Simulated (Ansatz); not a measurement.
Ir (fcc): energy against volume

Level of theory: DFT, PBEsol, plane waves (420 eV) with PAW, scalar-relativistic in Ansatz. The PAW files were generated under PBE, with cores re-solved for the functional.

The cell is scaled uniformly from the relaxed one, with fractional coordinates and shape fixed. Energies are extrapolated to zero smearing, pressures are those at the given smearing. Magnetic state: non-magnetic.

A Birch-Murnaghan fit gives V₀ = 14.05 Å³/atom, B₀ = 387 GPa, B₀′ = 5.0.

Task: What are the energy above the minimum and the pressure at 12.370 Å³/atom?

Result: 311.4 meV/atom and 67.57 GPa as computed.

Task: What are the energy above the minimum and the pressure at 12.932 Å³/atom?

Result: 125.8 meV/atom and 39.39 GPa as computed.

Task: What are the energy above the minimum and the pressure at 15.182 Å³/atom?

Result: 94.8 meV/atom and -24.67 GPa as computed.
